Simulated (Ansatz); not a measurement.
## Ansatz (development build ahead of 0.2.0) run

```yaml
crystal:
  periodic: [false, false, false]
  atoms:
    - { symbol: C, position_ang: [0.0, -0.41172, -0.0523] }
    - { symbol: O, position_ang: [0.0, -0.39054, 1.15377] }
    - { symbol: "N", position_ang: [0.0, 0.6799, -0.8543] }
    - { symbol: H, position_ang: [0.0, -1.3629, -0.64172] }
    - { symbol: H, position_ang: [0.0, 0.59695, -1.86061] }
    - { symbol: H, position_ang: [0.0, 1.60131, -0.43392] }
basis:
  gaussian: { orbitals: cc-pVTZ }
hamiltonian:
  xc: hf
correlation:
  method: mp2
  frozen_orbitals: { C: 1, H: 0, "N": 1, O: 1 }
```

The input is written out in the form of the current development build from the run's settings.

Results

```yaml
Converged: yes
Reference_energy: -169.00106 hartree
Correlation_energy: -0.60397 hartree
Total_energy: -169.60503 hartree
Spin_squared_of_the_determinant: 0.000
```
